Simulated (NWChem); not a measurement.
# A calculation on chlorine (Cl$_{2}$)

SMILES: ClCl
```xyz
2

Cl     0.0000     0.0000     1.0128
Cl     0.0000     0.0000    -1.0128
```
Charge 0, spin multiplicity 1.

The numbers come from NWChem runs, not from measurements. The geometry was optimised at PBE0/def2-SVP, a minimum by its harmonic frequencies.

Symmetry labels belong to the abelian group D2h used in the runs, with the axes of the coordinates shown; states degenerate in a higher group split over its labels.

**Question.** List the lowest 4 singlet excitations that CIS/aug-cc-pVDZ gives, with oscillator strengths.

**Answer.** 
```
state  symmetry  energy (eV)  wavelength (nm)      f
-----  --------  -----------  ---------------  -----
1           b2u         4.03              308  0.000
2           b3u         4.03              308  0.000
3           b3g         7.03              176  0.000
4           b2g         7.03              176  0.000
```
